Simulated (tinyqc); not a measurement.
Inside a calculation. Method: UHF in the sto-3g basis, for BH2, spin multiplicity 2. This run ends on a higher stationary point, not on the lowest solution. One step of it, computed by the program tinyqc.

Problem. Iteration 1: building the Fock matrix. J_ij = sum D_kl (ij|kl) with D = D(alpha) + D(beta), K_ij = sum D_kl (ik|jl) for each spin; F = H + J - K(s); E = tr D H + tr D J / 2 - 0.5 sum_s tr D(s) K(s) + E_nn.

D(alpha) at the start, order 1B 1s, 1B 2s, 1B 2px, 1B 2py, 1B 2pz, 2H 1s, 3H 1s:
```
[[1.071074, -0.268807, 0.000000, 0.000000, -0.119182, 0.029426, 0.029426],
 [-0.268807, 1.007677, 0.000000, 0.000000, 0.476963, -0.098636, -0.098636],
 [0.000000, 0.000000, 1.000000, 0.000000, 0.000000, 0.000000, 0.000000],
 [0.000000, 0.000000, 0.000000, 1.144863, 0.000000, -0.112499, 0.112499],
 [-0.119182, 0.476963, 0.000000, 0.000000, 0.225826, -0.046662, -0.046662],
 [0.029426, -0.098636, 0.000000, -0.112499, -0.046662, 0.020719, -0.001390],
 [0.029426, -0.098636, 0.000000, 0.112499, -0.046662, -0.001390, 0.020719]]
```

D(beta) at the start, order 1B 1s, 1B 2s, 1B 2px, 1B 2py, 1B 2pz, 2H 1s, 3H 1s:
```
[[1.071074, -0.268807, 0.000000, 0.000000, -0.119182, 0.029426, 0.029426],
 [-0.268807, 1.007677, 0.000000, 0.000000, 0.476963, -0.098636, -0.098636],
 [0.000000, 0.000000, 0.000000, 0.000000, 0.000000, 0.000000, 0.000000],
 [0.000000, 0.000000, 0.000000, 1.144863, 0.000000, -0.112499, 0.112499],
 [-0.119182, 0.476963, 0.000000, 0.000000, 0.225826, -0.046662, -0.046662],
 [0.029426, -0.098636, 0.000000, -0.112499, -0.046662, 0.020719, -0.001390],
 [0.029426, -0.098636, 0.000000, 0.112499, -0.046662, -0.001390, 0.020719]]
```

core Hamiltonian H = T + V (hartree), order 1B 1s, 1B 2s, 1B 2px, 1B 2py, 1B 2pz, 2H 1s, 3H 1s:
```
[[-13.082655, -3.392441, 0.000000, 0.000000, -0.012609, -0.540235, -0.540235],
 [-3.392441, -4.161819, 0.000000, 0.000000, -0.118773, -1.389820, -1.389820],
 [0.000000, 0.000000, -3.306786, 0.000000, 0.000000, 0.000000, 0.000000],
 [0.000000, 0.000000, 0.000000, -3.447481, 0.000000, -1.186797, 1.186797],
 [-0.012609, -0.118773, 0.000000, 0.000000, -3.345111, -0.636993, -0.636993],
 [-0.540235, -1.389820, 0.000000, -1.186797, -0.636993, -2.572977, -0.206689],
 [-0.540235, -1.389820, 0.000000, 1.186797, -0.636993, -0.206689, -2.572977]]
```

Two-electron integrals (ij|kl) in chemists' order, unique and non-zero (hartree):
```
(11|11) 2.923513    (21|11) 0.518376    (21|21) 0.109262    (22|11) 0.744229
(22|21) 0.193177    (22|22) 0.544804    (31|31) 0.020264    (32|31) 0.029996
(32|32) 0.120346    (33|11) 0.742491    (33|21) 0.193240    (33|22) 0.544682
(33|33) 0.586773    (41|41) 0.020264    (42|41) 0.029996    (42|42) 0.120346
(43|43) 0.031630    (44|11) 0.742491    (44|21) 0.193240    (44|22) 0.544682
(44|33) 0.523513    (44|44) 0.586773    (51|51) 0.020264    (52|51) 0.029996
(52|52) 0.120346    (53|53) 0.031630    (54|54) 0.031630    (55|11) 0.742491
(55|21) 0.193240    (55|22) 0.544682    (55|33) 0.523513    (55|44) 0.523513
(55|55) 0.586773    (61|11) 0.081073    (61|21) 0.017039    (61|22) 0.030262
(61|33) 0.030121    (61|41) 0.001071    (61|42) 0.001990    (61|44) 0.030467
(61|51) 0.000559    (61|52) 0.001039    (61|54) 0.000181    (61|55) 0.030215
(61|61) 0.002738    (62|11) 0.210764    (62|21) 0.055646    (62|22) 0.174614
(62|33) 0.169483    (62|41) 0.005405    (62|42) 0.034050    (62|44) 0.181448
(62|51) 0.002821    (62|52) 0.017771    (62|54) 0.006244    (62|55) 0.172742
(62|61) 0.009268    (62|62) 0.079880    (63|31) 0.005351    (63|32) 0.025547
(63|43) 0.006214    (63|53) 0.003243    (63|63) 0.008364    (64|11) 0.180379
(64|21) 0.048228    (64|22) 0.159673    (64|33) 0.151269    (64|41) 0.009347
(64|42) 0.053723    (64|44) 0.173607    (64|51) 0.002086    (64|52) 0.014705
(64|54) 0.008415    (64|55) 0.153968    (64|61) 0.008386    (64|62) 0.085304
(64|64) 0.097607    (65|11) 0.094142    (65|21) 0.025171    (65|22) 0.083336
(65|33) 0.078949    (65|41) 0.002086    (65|42) 0.014705    (65|44) 0.084121
(65|51) 0.006439    (65|52) 0.033222    (65|54) 0.008914    (65|55) 0.086845
(65|61) 0.004377    (65|62) 0.044521    (65|64) 0.046578    (65|65) 0.032673
(66|11) 0.378057    (66|21) 0.101617    (66|22) 0.361803    (66|33) 0.340850
(66|41) 0.011375    (66|42) 0.096607    (66|44) 0.389878    (66|51) 0.005937
(66|52) 0.050421    (66|54) 0.025589    (66|55) 0.354205    (66|61) 0.017178
(66|62) 0.216905    (66|64) 0.250809    (66|65) 0.130901    (66|66) 0.774606
(71|11) 0.081073    (71|21) 0.017039    (71|22) 0.030262    (71|33) 0.030121
(71|41) -0.001071   (71|42) -0.001990   (71|44) 0.030467    (71|51) 0.000559
(71|52) 0.001039    (71|54) -0.000181   (71|55) 0.030215    (71|61) 0.002614
(71|62) 0.008451    (71|64) 0.007015    (71|65) 0.004007    (71|66) 0.015365
(71|71) 0.002738    (72|11) 0.210764    (72|21) 0.055646    (72|22) 0.174614
(72|33) 0.169483    (72|41) -0.005405   (72|42) -0.034050   (72|44) 0.181448
(72|51) 0.002821    (72|52) 0.017771    (72|54) -0.006244   (72|55) 0.172742
(72|61) 0.008451    (72|62) 0.050232    (72|64) 0.040451    (72|65) 0.027371
(72|66) 0.102258    (72|71) 0.009268    (72|72) 0.079880    (73|31) 0.005351
(73|32) 0.025547    (73|43) -0.006214   (73|53) 0.003243    (73|63) 0.004689
(73|73) 0.008364    (74|11) -0.180379   (74|21) -0.048228   (74|22) -0.159673
(74|33) -0.151269   (74|41) 0.009347    (74|42) 0.053723    (74|44) -0.173607
(74|51) -0.002086   (74|52) -0.014705   (74|54) 0.008415    (74|55) -0.153968
(74|61) -0.007015   (74|62) -0.040451   (74|64) -0.029113   (74|65) -0.021695
(74|66) -0.079831   (74|71) -0.008386   (74|72) -0.085304   (74|74) 0.097607
(75|11) 0.094142    (75|21) 0.025171    (75|22) 0.083336    (75|33) 0.078949
(75|41) -0.002086   (75|42) -0.014705   (75|44) 0.084121    (75|51) 0.006439
(75|52) 0.033222    (75|54) -0.008914   (75|55) 0.086845    (75|61) 0.004007
(75|62) 0.027371    (75|64) 0.021695    (75|65) 0.019273    (75|66) 0.057967
(75|71) 0.004377    (75|72) 0.044521    (75|74) -0.046578   (75|75) 0.032673
(76|11) 0.028972    (76|21) 0.007646    (76|22) 0.024162    (76|33) 0.023487
(76|44) 0.024309    (76|51) 0.000674    (76|52) 0.004263    (76|55) 0.024668
(76|61) 0.001226    (76|62) 0.009141    (76|64) 0.008569    (76|65) 0.005571
(76|66) 0.021976    (76|71) 0.001226    (76|72) 0.009141    (76|74) -0.008569
(76|75) 0.005571    (76|76) 0.001357    (77|11) 0.378057    (77|21) 0.101617
(77|22) 0.361803    (77|33) 0.340850    (77|41) -0.011375   (77|42) -0.096607
(77|44) 0.389878    (77|51) 0.005937    (77|52) 0.050421    (77|54) -0.025589
(77|55) 0.354205    (77|61) 0.015365    (77|62) 0.102258    (77|64) 0.079831
(77|65) 0.057967    (77|66) 0.214645    (77|71) 0.017178    (77|72) 0.216905
(77|74) -0.250809   (77|75) 0.130901    (77|76) 0.021976    (77|77) 0.774606
```

nuclear repulsion = 4.02260880 hartree

Give: Coulomb J; exchange K(alpha); exchange K(beta); F(alpha); F(beta); total energy of this density.

Solution.

Coulomb J (hartree), order 1B 1s, 1B 2s, 1B 2px, 1B 2py, 1B 2pz, 2H 1s, 3H 1s:
```
[[9.670, 2.021, 0.000, 0.000, 0.042, 0.318, 0.318],
 [2.021, 4.247, 0.000, 0.000, 0.180, 1.333, 1.333],
 [0.000, 0.000, 4.238, 0.000, 0.000, 0.000, 0.000],
 [0.000, 0.000, 0.000, 4.293, 0.000, 1.198, -1.198],
 [0.042, 0.180, 0.000, 0.000, 4.197, 0.654, 0.654],
 [0.318, 1.333, 0.000, 1.198, 0.654, 2.651, 0.186],
 [0.318, 1.333, 0.000, -1.198, 0.654, 0.186, 2.651]]
```

exchange K(alpha) (hartree), order 1B 1s, 1B 2s, 1B 2px, 1B 2py, 1B 2pz, 2H 1s, 3H 1s:
```
[[3.013, 0.586, 0.000, 0.000, 0.012, 0.099, 0.099],
 [0.586, 0.770, 0.000, 0.000, 0.250, 0.246, 0.246],
 [0.000, 0.000, 0.744, 0.000, 0.000, 0.000, 0.000],
 [0.000, 0.000, 0.000, 0.742, 0.000, 0.184, -0.184],
 [0.012, 0.250, 0.000, 0.000, 0.296, 0.109, 0.109],
 [0.099, 0.246, 0.000, 0.184, 0.109, 0.153, 0.039],
 [0.099, 0.246, 0.000, -0.184, 0.109, 0.039, 0.153]]
```

exchange K(beta) (hartree), order 1B 1s, 1B 2s, 1B 2px, 1B 2py, 1B 2pz, 2H 1s, 3H 1s:
```
[[2.993, 0.556, 0.000, 0.000, 0.012, 0.094, 0.094],
 [0.556, 0.649, 0.000, 0.000, 0.250, 0.221, 0.221],
 [0.000, 0.000, 0.158, 0.000, 0.000, 0.000, 0.000],
 [0.000, 0.000, 0.000, 0.710, 0.000, 0.178, -0.178],
 [0.012, 0.250, 0.000, 0.000, 0.264, 0.105, 0.105],
 [0.094, 0.221, 0.000, 0.178, 0.105, 0.144, 0.035],
 [0.094, 0.221, 0.000, -0.178, 0.105, 0.035, 0.144]]
```

F(alpha) (hartree), order 1B 1s, 1B 2s, 1B 2px, 1B 2py, 1B 2pz, 2H 1s, 3H 1s:
```
[[-6.426, -1.958, 0.000, 0.000, 0.017, -0.321, -0.321],
 [-1.958, -0.685, 0.000, 0.000, -0.189, -0.303, -0.303],
 [0.000, 0.000, 0.187, 0.000, 0.000, 0.000, 0.000],
 [0.000, 0.000, 0.000, 0.103, 0.000, -0.173, 0.173],
 [0.017, -0.189, 0.000, 0.000, 0.556, -0.092, -0.092],
 [-0.321, -0.303, 0.000, -0.173, -0.092, -0.074, -0.060],
 [-0.321, -0.303, 0.000, 0.173, -0.092, -0.060, -0.074]]
```

F(beta) (hartree), order 1B 1s, 1B 2s, 1B 2px, 1B 2py, 1B 2pz, 2H 1s, 3H 1s:
```
[[-6.406, -1.928, 0.000, 0.000, 0.017, -0.316, -0.316],
 [-1.928, -0.564, 0.000, 0.000, -0.189, -0.278, -0.278],
 [0.000, 0.000, 0.774, 0.000, 0.000, 0.000, 0.000],
 [0.000, 0.000, 0.000, 0.135, 0.000, -0.167, 0.167],
 [0.017, -0.189, 0.000, 0.000, 0.587, -0.089, -0.089],
 [-0.316, -0.278, 0.000, -0.167, -0.089, -0.066, -0.056],
 [-0.316, -0.278, 0.000, 0.167, -0.089, -0.056, -0.066]]
```

total energy of this density = -23.90872 hartree
